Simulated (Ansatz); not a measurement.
Run this with the Python package of Ansatz (0.2.0) and show what comes out.

`n2.py`
```python
# -*- coding: utf-8 -*-
"""Static correlation in N2: natural occupations of an active space."""

import logging
import sys
import warnings

import ansatz as az

logging.basicConfig(stream=sys.stdout, format="%(name)s: %(message)s")
logger = logging.getLogger("n2")
logger.setLevel(logging.INFO)

warnings.simplefilter("ignore", az.DeckWarning)

system = (
    az.Crystal.molecule()
    .atom("N", [0.0, 0.0, 0.0])
    .atom("N", [0.0, 0.0, 1.31])
)

setup = (
    system.calculation()
    .basis(gaussian="def2-SVP")
    .accuracy("medium")
    .correlation(active_electrons=2, active_orbitals=2)
)
for method in [None, "sc_nevpt2", "fic_mrcisd_q"]:
    rep = (setup if method is None else setup.correlation(method)).run(threads=1).report
    space = rep["configurations"]
    state = space["states"][0]
    print(method or "casscf", f"total {rep['free_energy_ev'] / 27.211386246:.6f} Ha, active-space state {state['energy']['hartree']:.6f} Ha, mean field {rep['reference_energy_ev'] / 27.211386246:.6f} Ha")
    print("  determinants", state["n_determinants"], " natural occupations", [round(n, 3) for n in space["natural_occupations"]])
```

```console
$ python n2.py
casscf total -108.780738 Ha, active-space state -108.780738 Ha, mean field -108.728100 Ha
  determinants 4  natural occupations [1.847, 0.153]
sc_nevpt2 total -109.092082 Ha, active-space state -108.780738 Ha, mean field -108.728100 Ha
  determinants 2  natural occupations [1.847, 0.153]
fic_mrcisd_q total -109.101679 Ha, active-space state -108.780738 Ha, mean field -108.728100 Ha
  determinants 2  natural occupations [1.847, 0.153]
```

These settings explore the input space; basis and method may be short of convergence. The geometry is a force-field or estimated start, not a minimum of this method, and the basis set is short of its limit. The active space starts as a window about the frontier orbitals and is then optimised, not chosen by chemistry. The spin state was assumed, and another may lie lower. Run time: 0.8 s on 1 thread of Intel(R) Xeon(R) 6975P-C (Granite Rapids) (shared host), peak memory 0.15 GiB.

(A comment or docstring line of the script was reworded after the run, the code is as it ran; lines on the test bed's own set-up are left out of the output.)
